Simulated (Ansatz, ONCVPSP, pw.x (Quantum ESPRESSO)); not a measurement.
**W: does the ONCV potential hold in the solid?**

W (Z = 74), optimised norm-conserving Vanderbilt (ONCV), made with ONCVPSP 4.0.1.1 (patched build) (PBE, scalar-relativistic). Core [Kr] 4d10 4f14, reference 5s2 5p6 5d4 6s2. Waves: 5s+6s: rc 1.45 bohr, ncon 4, nbas 8, qcut 8.4 1/bohr, 3 projectors, debl 0.9 Ha; 5p: rc 1.70 bohr, ncon 3, nbas 7, qcut 9.3 1/bohr, 2 projectors, debl 3.3 Ha; 5d: rc 2.55 bohr, ncon 4, nbas 8, qcut 5.2 1/bohr, 2 projectors, debl 1.2 Ha. Local part: polynomial inside 1.20 bohr (lpopt 2, dvloc0 0 Ha). Core correction: Teter function, fcfact 5.25, rcfact 1.92.

Atomic tests: cutoffs needed: 27 Ha and 32 Ha (the cutoffs (Ha) at which the residual kinetic energy of the hardest occupied pseudo-wave falls to 1 and 0.1 mHa per electron); ghost test: no bound ghost flagged; GHOST(+) flagged for s at 597.5 eV; largest excitation error: -310 meV (all-electron minus pseudo) for 5s2 5p6 5d3 6s0, out of 4 test configurations.

Crystal test: bcc W in pw.x 7.5, no spin, 14³ k-points, Fermi–Dirac smearing 0.01 Ry, cutoffs 75/300 Ry. The reference is all-electron LAPW (Ansatz 0.2.0) with the same functional, mesh and smearing; V0 and B0 come from Birch–Murnaghan fits to the pressures at five volumes. Errors are pseudo minus all-electron; Δ is the rms difference of the E(V) curves that follow from these fits, minima aligned, over ±6 % about the mean V0. Mesh and smearing are coarse, so the numbers serve the comparison and aren't converged zero-temperature values; the lattice is a test structure that the element need not adopt.

All-electron: a0 = 3.184 Å (V0 = 16.15 Å³/atom), B0 = 300.6 GPa.

**Question.** How far does the potential miss the all-electron equation of state?

**Answer.** mean pressure error (GPa): -2.24; a0 (Å): 3.177; a0 error (%): -0.25; B0 error (%): -1.6; Δ (meV/atom): 8.0.

```json
{"V (Å³/atom)": "15.323", "P all-electron (GPa)": "17.51", "P pseudo (GPa)": "14.51"}
{"V (Å³/atom)": "15.727", "P all-electron (GPa)": "8.35", "P pseudo (GPa)": "5.79"}
{"V (Å³/atom)": "16.130", "P all-electron (GPa)": "0.30", "P pseudo (GPa)": "-1.89"}
{"V (Å³/atom)": "16.533", "P all-electron (GPa)": "-6.79", "P pseudo (GPa)": "-8.65"}
{"V (Å³/atom)": "16.936", "P all-electron (GPa)": "-13.02", "P pseudo (GPa)": "-14.61"}
```

**Question.** At the middle volume, how do free energy and pressure move when the wave cutoff is lowered (ecutrho kept at four times it)?

**Answer.**

| cutoff (Ry) | shift of F (meV/atom) | shift of P (GPa) |
| --- | --- | --- |
| 34 | +5059.9 | -150.96 |
| 45 | +959.1 | -48.26 |
| 60 | +46.7 | -4.28 |

The run at the middle volume (104 k-points, 7 iterations) took about 18 s on one core of a shared host (Neoverse-V2, 192 threads, 742 GiB, load 35).
